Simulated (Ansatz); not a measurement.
The input, for Ansatz 0.2.0:

```yaml
crystal:
  periodic: [false, false, false]
  atoms:
    - {symbol: H, position_ang: [-1.982629, 0.000000, 0.000000]}
    - {symbol: H, position_ang: [-1.203629, 0.000000, 0.000000]}
    - {symbol: B, position_ang: [0.170371, 0.000000, 0.000000]}
    - {symbol: H, position_ang: [0.679444, 0.000000, 1.077008]}
    - {symbol: H, position_ang: [0.679444, 0.000000, -1.077008]}
basis:
  gaussian: {orbitals: 6-31G}
magnetization: {spin_polarized: true, initial_magnetization: 1}
correlation: {method: ccsd_t, electrons: outside_noble_gas}
output: {forces: true}
```

```sh
$ ansatz run in.yaml --threads 1 --pin off --events-out ev --progress --plain --max-ram 2393MiB
```

Log:

```
254 factors; integrals over basis functions are off by at most 6.6e-4 eV
mean field evaluation 1: about -729.1682 eV, gradient 7.8e0 eV
mean field evaluation 2: about -729.1641 eV, gradient 7.8e0 eV
mean field evaluation 4: about -729.8907 eV, gradient 9.0e-1 eV
mean field evaluation 8: about -729.9054 eV, gradient 6.5e-3 eV
mean field evaluation 16: about -729.9115 eV, gradient 2.7e-2 eV
mean field evaluation 32: about -729.4835 eV, gradient 1.7e-6 eV
mean field evaluation 64: about -729.4612 eV, gradient 9.9e-1 eV
mean field evaluation 96: about -729.4848 eV, gradient 3.3e-2 eV
mean field -729.90536219 eV, -26.8235273129 hartree, gradient 8.6e-6 eV, S^2 0.768241; 8 other end points of the search recorded, 0 dependent functions left out
determinant -729.90536219 eV, -26.8235273129 hartree, with singles and doubles -732.08493656 eV, -26.9036251937 hartree
determinant -729.48350878 eV, -26.8080244861 hartree, with singles and doubles -731.88469603 eV, -26.8962664899 hartree
determinant -729.90536219 eV, -26.8235273129 hartree, with singles and doubles -732.08501998 eV, -26.9036282592 hartree
determinant -729.48350878 eV, -26.8080244861 hartree, with singles and doubles -731.88474088 eV, -26.8962681381 hartree
1 core orbitals not correlated: weight in the atoms' cores, before any rotation towards them, 1.000 or more for the frozen orbitals, at most 0.000 for the correlated occupied ones
reference -729.90536219 eV, -26.8235273129 hartree; 4, 3 occupied and 12, 13 virtual orbitals, 254 factors
second order -1.61641325 eV of doubles, -0.00000000 eV of singles
cycle   1  -2.17965968 eV  change   -1.9e-6 eV  update   1.1e-6
cycle   2  -2.17966155 eV  change   -1.9e-6 eV  update   6.1e-7
cycle   3  -2.17966171 eV  change   -1.6e-7 eV  update   1.5e-7
perturbative correction -0.02679956 eV, -0.0009848655 hartree
the calculation of the forces begins
Total energy: -732.11182346 eV, -26.9046132690 hartree
Atom 0 at    -1.982629     0.000000     0.000000 Å, force    -3.637775     0.000000     0.000000 eV/Å
Atom 1 at    -1.203629     0.000000     0.000000 Å, force     1.453634    -0.000000    -0.000000 eV/Å
Atom 2 at     0.170371     0.000000     0.000000 Å, force     1.451520    -0.000000    -0.000000 eV/Å
Atom 3 at     0.679444     0.000000     1.077008 Å, force     0.366310     0.000000     0.153742 eV/Å
Atom 4 at     0.679444     0.000000    -1.077008 Å, force     0.366310     0.000000    -0.153742 eV/Å
Dipole moment:     0.143635     0.000000     0.000000 e Å
```

Forces (eV/Å):
```
H   -3.638  0.000  0.000
H    1.454  0.000  0.000
B    1.452  0.000  0.000
H    0.366  0.000  0.154
H    0.366  0.000 -0.154
```

For the same geometry and basis full CI lies 11.0 meV lower.

Ran on 1 thread of Arm Neoverse N1, shared host: 0.91 s wall, 0.13 GiB peak host memory.
